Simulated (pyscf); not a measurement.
**AlH₃ (SMILES [AlH3]), singlet**

Gas-phase minimum from PySCF at ωB97X-D3(BJ)/def2-SVP, one conformer. 

```xyz
4

Al     0.6644    -0.2479     0.2376
H      1.5541     0.7282    -0.6418
H      1.0525    -0.5285     1.7504
H     -0.6132    -0.9438    -0.3959
```
Charge 0, spin multiplicity 1.

Bonds (Å): Al1–H2 1.587, Al1–H3 1.587, Al1–H4 1.587. Bond angles (°): H2–Al1–H3 120.0, H2–Al1–H4 120.0, H3–Al1–H4 120.0.

Properties at ωB97X-D3(BJ)/def2-SVP:

```json
{
 "harmonic_wavenumbers_unscaled": "724, 808, 808, 1964, 1964, 1964 cm⁻¹",
 "zero_point_energy": "11.8 kcal/mol",
 "rotational_symmetry_number": "6",
 "Entropy of this conformer at 298 K and 1 atm, rigid rotor and harmonic oscillator, modes under 100 cm⁻¹ raised to 100": "207.2 J/(mol K)",
 "dipole_moment": "0.00 D"
}
```

Single-point totals, which compare only within one level (frozen core for MP2 and CC):

| level | total energy (hartree) |
|---|---|
| ωB97X-D3(BJ)/def2-TZVP | -244.23265 |
| PBE/def2-TZVP | -244.05054 |
| r²SCAN/def2-TZVP | -244.16721 |
| B3LYP-D3(BJ)/def2-TZVP | -244.23451 |
| PBE0-D3(BJ)/def2-TZVP | -244.07968 |
| M06-2X/def2-TZVP | -244.16930 |
| ωB97M-D3(BJ)/def2-TZVP | -244.23960 |
| HF/def2-TZVPP | -243.64171 |
| MP2/def2-TZVPP | -243.73548 |
| CCSD/def2-TZVPP | -243.75910 |
| CCSD(T)/def2-TZVPP | -243.76067 |

The CCSD(T) − MP2 part came from Ansatz, without density fitting, on the same reference.
